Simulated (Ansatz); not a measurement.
# NH3 with NH3: superposition error and deformation

One table from this session's results is given with a row withheld; the runs are named, their logs left out.

Computed with Ansatz 0.2.0, Gaussian basis. Level: PBE0-D4 structures, single points in def2-TZVPPD.

Levels: PBE-D4, revPBE-D4, BLYP-D4, r2SCAN-D4, B97M-V, PBE0-D4, B3LYP-D4, HSE06-D4, wB97X-V, wB97M-V, B2PLYP, Hartree-Fock, MP2, CCSD, CCSD(T).

Cores are frozen in the correlated methods. B3LYP uses VWN-RPA correlation. B2PLYP carries no dispersion term here.

129 further runs of the same task are left out: 129 set aside as unsound or not needed.

### The starting structure

The relaxed pair: 8 atoms, charge 0, spin multiplicity 1.

Atoms are counted from 1 here; the program's logs count them from 0.

Bond lengths: N1–H2 1.013 Å, N1–H3 1.019 Å, N1–H4 1.013 Å, N5–H6 1.013 Å, N5–H7 1.013 Å, N5–H8 1.013 Å. Angles: H2–N1–H3 107.3°, H2–N1–H4 106.6°, H3–N1–H4 107.3°, H6–N5–H7 107.3°, H6–N5–H8 107.3°, H7–N5–H8 107.3°.

Coordinates:

```
N     0.2772   -0.0227   -1.7421
H    -0.0301   -0.8945   -2.1559
H    -0.0209   -0.0281   -0.7678
H    -0.2342    0.7159   -2.2095
N    -0.0788    0.0383    1.4519
H    -0.3169   -0.7961    1.9738
H     0.9230    0.1663    1.5298
H    -0.5193    0.8209    1.9196
```

Atoms 1 to 4 are fragment A (NH3), the rest fragment B (NH3). From earlier runs, pair energy (eV) and counterpoise interaction (kJ/mol):

| method | E(pair) | interaction |
| --- | --- | --- |
| PBE-D4 | -3075.75794 | -15.00 |
| revPBE-D4 | -3078.91934 | -12.54 |
| BLYP-D4 | -3078.52651 | -12.77 |
| r2SCAN-D4 | -3077.74313 | -13.00 |
| B97M-V | -3079.00507 | -12.88 |
| PBE0-D4 | -3075.99591 | -14.36 |
| B3LYP-D4 | -3079.97943 | -13.36 |
| HSE06-D4 | -3075.81923 | -14.36 |
| wB97X-V | -3078.50166 | -12.68 |
| wB97M-V | -3077.91039 | -12.65 |
| B2PLYP | -3077.10672 | -11.01 |
| Hartree-Fock | -3059.81189 | -5.79 |
| MP2 | -3072.76111 | -11.88 |
| CCSD(T) | -3073.85661 | -11.74 |

First each fragment is run alone in its own basis, frozen in the shape it has in the pair (a, b).

The first run:

The input, a/in.yaml:

```yaml
crystal:
  periodic: [false, false, false]
  atoms:
    - {symbol: N, position_ang: [0.277188, -0.022749, -1.742056]}
    - {symbol: H, position_ang: [-0.030148, -0.894482, -2.155904]}
    - {symbol: H, position_ang: [-0.020901, -0.028115, -0.767761]}
    - {symbol: H, position_ang: [-0.234225, 0.715871, -2.209518]}
basis:
  gaussian: {orbitals: "def2-TZVPPD.json"}
hamiltonian: {xc: pbe, dispersion: d4}
```

The input, b/in.yaml:

```yaml
crystal:
  periodic: [false, false, false]
  atoms:
    - {symbol: N, position_ang: [-0.078835, 0.038270, 1.451928]}
    - {symbol: H, position_ang: [-0.316867, -0.796076, 1.973846]}
    - {symbol: H, position_ang: [0.923048, 0.166299, 1.529823]}
    - {symbol: H, position_ang: [-0.519259, 0.820881, 1.919643]}
basis:
  gaussian: {orbitals: "def2-TZVPPD.json"}
hamiltonian: {xc: pbe, dispersion: d4}
```

The basis file named in the input lies beside it (Basis Set Exchange, JSON).

The same command starts each run, in its folder.

Launch:

```
ansatz run in.yaml --threads 2 --pin off --events-out ev --progress --plain --max-ram 5222MiB
```

Among the steps run: PBE-D4/def2-TZVPPD; r2SCAN-D4/def2-TZVPPD; PBE0-D4/def2-TZVPPD; B3LYP-D4/def2-TZVPPD; wB97X-V/def2-TZVPPD; wB97M-V/def2-TZVPPD; B2PLYP/def2-TZVPPD; BLYP-D4/def2-TZVPPD; revPBE-D4/def2-TZVPPD; B97M-V/def2-TZVPPD; HSE06-D4/def2-TZVPPD; CCSD(T)/def2-TZVPPD; Relaxing NH3 alone.

One table of the session follows, with a row left open; its other results are not shown here.

| method | interaction with counterpoise (kJ/mol) |
| --- | --- |
| PBE-D4 | -15.00 |
| revPBE-D4 | -12.54 |
| BLYP-D4 | -12.77 |
| r2SCAN-D4 | -13.00 |
| B97M-V | -12.88 |
| PBE0-D4 | -14.36 |
| B3LYP-D4 | -13.36 |
| HSE06-D4 | -14.36 |
| wB97X-V | -12.68 |
| wB97M-V | -12.65 |
| B2PLYP | -11.01 |
| Hartree-Fock | -5.79 |
| MP2 | -11.88 |
| CCSD | ? |
| CCSD(T) | -11.74 |

Estimate the missing values for CCSD.

The run gave: interaction with counterpoise (kJ/mol): -10.71. In the column «interaction with counterpoise (kJ/mol)» it lies between B2PLYP (-11.01) and Hartree-Fock (-5.79).
